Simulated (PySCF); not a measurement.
Compound: cyclopropyl isocyanate, C4H5NO.
Structure used (PBE0-D3(BJ)/def2-SVP), in Å, numbered top down from 1:
```
atom  x, y, z in Å
O1     3.1466   -0.7977   -0.8480
C2     2.2139   -0.5148   -0.1958
N3     1.3260   -0.2292    0.5525
C4    -0.0246    0.1021    0.7294
C5    -0.7658    0.8997   -0.3053
C6    -1.0970   -0.5498   -0.0962
H7    -0.2678    0.3063    1.7758
H8    -1.4680    1.6625    0.0406
H9    -0.2150    1.1668   -1.2110
H10   -0.7730   -1.2596   -0.8617
H11   -2.0334   -0.8147    0.4013
```

Theory: PBE0-D3(BJ)/def2-SVP geometry optimisation, gas phase (PySCF).

Masses are those of the commonest isotopes; rigid-rotor values at the optimised geometry. The values belong to one conformer with, in the numbering `[O:1]=[C:2]=[N:3][CH:4]1[CH2:5][CH2:6]1`, C2–N3–C4–C5 -34°.

(1) What are A, B and C (GHz)?

(2) Classify the top.

(3) What does the inertial defect say?

(4) Where do the levels up to J = 4 lie, in MHz?

(5) Which types of transition are allowed, and where do some lines up to J = 5 fall?

(6) Estimate the classical rotational partition function at 10 K, 50 K and 298.15 K.

Results:

(1) Ia = 44.24, Ib = 250.75, Ic = 254.96 u·Å²; 505379 MHz·u·Å²/I gives 11423, 2015 and 1982 MHz, that is A = 11.423, B = 2.0155, C = 1.9822 GHz.

(2) A near-prolate asymmetric top; Ray's κ = -0.993.

(3) Not planar: Δ = Ic − Ia − Ib = -40.03 u·Å². For a rigid frame Δ = −2 Σ m c², so Σ m c² = 20.01 u·Å² lies off the ab plane: 6.50 from hydrogen and 13.52 from heavier atoms. The atom farthest from that plane is 1.34 Å away.

(4) Above 0(0,0):
J = 1: 1(0,1) 3998, 1(1,1) 13405, 1(1,0) 13438
J = 2: 2(0,2) 11993, 2(1,2) 21367, 2(1,1) 21467, 2(2,1) 49689, 2(2,0) 49689
J = 3: 3(0,3) 23985, 3(1,3) 33310, 3(1,2) 33510, 3(2,2) 61682, 3(2,1) 61682, 3(3,1) 108802, 3(3,0) 108802
J = 4: 4(0,4) 39975, 4(1,4) 49234, 4(1,3) 49567, 4(2,3) 77672, 4(2,2) 77674, 4(3,2) 124793, 4(3,1) 124793, 4(4,1) 190761, 4(4,0) 190761
Those of J = 1 are B + C, A + C and A + B.

(5) The dipole components are |μa| = 3.01 D, |μb| = 0.12 D, |μc| = 0.00 D; the mirror of this Cs structure is the ab plane, so μc vanishes by symmetry (the 0.02 D computed is a residue) and there are no c-type lines. Intensities carry the squares of the components, which stand as 1.00 : 0.00 (a : b). Some lines, for components of 0.1 D or more:

| type | branch | J(Ka,Kc) | MHz | lower level (cm⁻¹) |
| --- | --- | --- | --- | --- |
| b | R | 3(0,3) ← 2(1,2) | 2618 | 0.713 |
| a | R | 1(0,1) ← 0(0,0) | 3998 | 0.000 |
| b | R | 5(0,5) ← 4(1,4) | 10728 | 1.642 |
| a | R | 4(2,2) ← 3(2,1) | 15991 | 2.058 |
| b | R | 2(1,2) ← 1(0,1) | 17369 | 0.133 |
| a | R | 5(0,5) ← 4(0,4) | 19986 | 1.333 |
| a | R | 5(2,3) ← 4(2,2) | 19990 | 2.591 |
| b | R | 4(1,4) ← 3(0,3) | 25248 | 0.800 |
| b | Q | 4(2,2) ← 4(1,3) | 28107 | 1.653 |
| b | Q | 2(2,1) ← 2(1,2) | 28322 | 0.713 |
| b | Q | 4(2,3) ← 4(1,4) | 28439 | 1.642 |
| b | R | 5(1,5) ← 4(0,4) | 29163 | 1.333 |
| b | R | 2(2,0) ← 1(1,1) | 36284 | 0.447 |
| b | R | 3(2,2) ← 2(1,1) | 40215 | 0.716 |
| b | Q | 5(3,2) ← 5(2,3) | 47118 | 3.258 |
| b | Q | 3(3,0) ← 3(2,1) | 47120 | 2.058 |
| b | Q | 4(3,2) ← 4(2,3) | 47120 | 2.591 |
| b | R | 4(3,2) ← 3(2,1) | 63110 | 2.058 |
| b | R | 4(3,1) ← 3(2,2) | 63111 | 2.057 |
| b | Q | 5(4,2) ← 5(3,3) | 65968 | 4.829 |
| b | R | 4(4,1) ← 3(3,0) | 81959 | 3.629 |
| b | R | 5(4,2) ← 4(3,1) | 85956 | 4.163 |
| b | R | 5(5,0) ← 4(4,1) | 104804 | 6.363 |

(6) Point group Cs, symmetry number σ = 1; q = (√π/σ)·√((kT/h)³/(ABC)), k/h = 20836.6 MHz/K: 789 at 10 K, 8820 at 50 K, 128000 at 298.15 K.

No PBE0-D3(BJ)/def2-SVP frequencies stand behind this structure, so it isn't proved a minimum. Constants of a rigid frame at the computed geometry: no zero-point averaging, no centrifugal distortion. Quadrupole hyperfine structure (14N) is left out.
